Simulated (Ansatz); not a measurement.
# LiC+ (triplet): the correlation ladder at distance C1–Li2 = 5.101 Å, aug-cc-pVTZ

Aim: climb from Hartree-Fock through coupled cluster for LiC+ (triplet) at one geometry and basis, and see what each rung misses.

The runs use Ansatz 0.2.0, Gaussian basis; aug-cc-pVTZ, core rule «outside noble gas», up to 2 orbitals frozen.

The runs, in order: UHF; CCSD(T) on ROHF; CCSD(T) on UHF; BCCD(T) on ROHF; CCSDT(Q) on ROHF; CCSDT(Q) on UHF; Full CI.

39 further runs of the same task are left out: 19 for a known fault of the program, 15 that didn't finish, 5 set aside as unsound or not needed.

**1. What is computed**

The geometry derives from a PBE0/def2-TZVP stationary point (not a proven minimum). One bond is set to the value named and the two fragments are kept rigid.

2 atoms, charge 1, spin multiplicity 3.

Atoms are counted from 1 here; the program's logs count them from 0.

No contacts short enough for the rule that draws bonds.

**2. UHF**

in.yaml

```yaml
crystal:
  periodic: [false, false, false]
  atoms:
    - {symbol: C, position_ang: [0.000000, 0.000000, 0.000000]}
    - {symbol: Li, position_ang: [0.000000, 0.000000, 5.101000]}
basis:
  gaussian: {orbitals: aug-cc-pVTZ}
total_charge: 1
magnetization: {spin_polarized: true, initial_magnetization: 2}
hamiltonian: {xc: hf}
output: {orbitals: {seedname: orbitals}}
```

On the command line:

```sh
$ ansatz run in.yaml --threads 1 --pin off --events-out ev --progress --plain --max-ram 2393MiB
```

Further steps of the session: CCSD(T) on ROHF; CCSD(T) on UHF; BCCD(T) on ROHF; CCSDT(Q) on ROHF; CCSDT(Q) on UHF; Full CI.

Before running them: what should the planned runs give, taken together? Wanted: FCI from the RHF energy; RMP2 from FCI; UMP2 from FCI; RCCSD from FCI; RCCSD(T) from FCI; UCCSD(T) from FCI; RCCSDT(Q) from FCI; UCCSDT(Q) from FCI; T1 diagnostic.

**Answer**, as computed:

```
                         quantity                                                              value
          FCI from the ROHF energy                                                         -2.5955 eV
                    RMP2 from FCI                                                    +14.33 kcal/mol
                    UMP2 from FCI                                                    +14.24 kcal/mol
                   RCCSD from FCI                                                     +1.76 kcal/mol
                RCCSD(T) from FCI                                                     +0.33 kcal/mol
                UCCSD(T) from FCI                                                     +0.28 kcal/mol
               RCCSDT(Q) from FCI                                                     -0.01 kcal/mol
               UCCSDT(Q) from FCI                                                     -0.05 kcal/mol
levels within 1 kcal/mol (43 meV)  RCCSD(T), UCCSD(T), BCCD(T), RCCSDT, UCCSDT, RCCSDT(Q), UCCSDT(Q)
                    T1 diagnostic                                                              0.020
   effectively unpaired electrons                                                               2.03
```

**Reading.** RCCSD(T) misses by +0.33 kcal/mol, 0.5 % of the correlation energy. UCCSDT(Q) falls below full CI: unrestricted runs freeze a spin-polarised core, another one than full CI's, and coupled cluster isn't variational. One determinant dominates. These misses are within one basis, not against nature; the frozen cores of restricted and unrestricted runs differ, which can shift their rows.

Levels on UHF freeze UHF's core orbitals, full CI those of ROHF, so the U rows can settle a little off it for that reason alone.
